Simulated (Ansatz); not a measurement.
I need a composite energy at a relaxed geometry of BClH4Si, SMILES [SiH3]BCl. Use the Ansatz DFT code, driven from Python. Settings (for the species named): B3LYP, def2-SVP basis, multiplicity 1.

```xyz
7

Si   -0.6132    0.4766   -0.2724
B     0.8607   -0.5712    0.5298
Cl    1.5559   -1.8602   -0.3251
H    -1.7986   -0.3457   -0.5523
H    -0.2382    1.0892   -1.5541
H    -1.0813    1.5780    0.5770
H     1.3146   -0.3666    1.5971
```

Script `composite.py`:
```python
"""A composite energy for BClH4Si: DFT geometry, MP2 basis limit, coupled-cluster correction."""

import itertools
import warnings

import ansatz
from ase.data import atomic_numbers, covalent_radii
import numpy as np


def main() -> None:
    warnings.simplefilter("ignore", ansatz.DeckWarning)

    system = (
        ansatz.Crystal.molecule()
        .atom("Si", (-0.61317, 0.47656, -0.27237))
        .atom("B", (0.86071, -0.57118, 0.5298))
        .atom("Cl", (1.55591, -1.86025, -0.32512))
        .atom("H", (-1.79858, -0.34572, -0.55233))
        .atom("H", (-0.23821, 1.08915, -1.55406))
        .atom("H", (-1.08129, 1.57801, 0.57698))
        .atom("H", (1.31462, -0.36656, 1.5971))
    )

    base = system.calculation().basis(gaussian="def2-SVP").functional("b3lyp")
    symbols = [site.symbol for site in system.cartesian_sites]
    start = np.array([site.position_ang for site in system.cartesian_sites], dtype=float)
    summary = base.relax(force_tolerance=0.01, max_steps=100).run().report
    end = np.array(summary["positions_ang"])
    # pairs closer than 1.2 times the sum of covalent radii, before or after
    radius = [covalent_radii[atomic_numbers[s]] for s in symbols]
    span = lambda where, i, j: np.linalg.norm(where[i] - where[j])
    bonded = [(i, j) for i, j in itertools.combinations(range(len(symbols)), 2) if min(span(start, i, j), span(end, i, j)) < 1.2 * (radius[i] + radius[j])]
    print("pair        before    after (A)")
    for i, j in bonded:
        print(f"{symbols[i]}{i}-{symbols[j]}{j}".ljust(10), f"{span(start, i, j):8.4f} {span(end, i, j):8.4f}")

    minimum = ansatz.Crystal.molecule()
    for symbol, place in zip(symbols, end):
        minimum = minimum.atom(symbol, place.tolist())
    at_minimum = minimum.calculation()
    # MP2 extrapolated to the basis limit, plus the small-basis difference CCSD(T) - MP2
    level = lambda method, basis: at_minimum.basis(gaussian=basis).correlation(method).run().report
    small, large, cluster = level("mp2", "cc-pVDZ"), level("mp2", "cc-pVTZ"), level("ccsd_t", "cc-pVDZ")
    corr = lambda each: (each["free_energy_ev"] - each["reference_energy_ev"]) / 27.211386246
    mp2_limit = (27 * corr(large) - 8 * corr(small)) / 19
    pieces = {"HF / cc-pVTZ": large["reference_energy_ev"] / 27.211386246, "MP2 correlation, DZ-TZ limit": mp2_limit, "CCSD(T) - MP2 / cc-pVDZ": corr(cluster) - corr(small)}
    for name, value in pieces.items():
        print(f"{name:32s} {value:14.6f} Ha")
    print(f"{'sum':32s} {sum(pieces.values()):14.6f} Ha")
    print("T1 diagnostic", round(cluster["correlation"]["coupled_cluster"]["t1_diagnostic"], 4))


if __name__ == "__main__":
    main()
```

```console
$ python composite.py
pair        before    after (A)
Si0-B1       1.9783   2.0300
Si0-H3       1.4696   1.4964
Si0-H4       1.4692   1.4960
Si0-H5       1.4676   1.4930
B1-Cl2       1.6958   1.7563
B1-H6        1.1777   1.2043
HF / cc-pVTZ                        -775.499062 Ha
MP2 correlation, DZ-TZ limit          -0.454737 Ha
CCSD(T) - MP2 / cc-pVDZ               -0.059016 Ha
sum                                 -776.012814 Ha
T1 diagnostic 0.0144
```

Reading the output:
- Total energies depend on the basis set; only differences at equal settings carry meaning.
- The sum leaves out core correlation, relativity, the Hartree-Fock basis error and zero-point energy; a DZ-TZ extrapolation is rough.
- b3lyp holds the VWN-RPA fit, as in Gaussian; the form of ORCA and Turbomole is b3lyp5.
- Inner cores stay frozen, so this is valence correlation.
- For Al to Cl the sets with a tight d function, cc-pV(X+d)Z, are usual.
- An extrapolation from small basis sets is rough.
- Finished in 20 s on 1 thread of Arm Neoverse V1, on a shared host, peak memory 0.32 GiB.
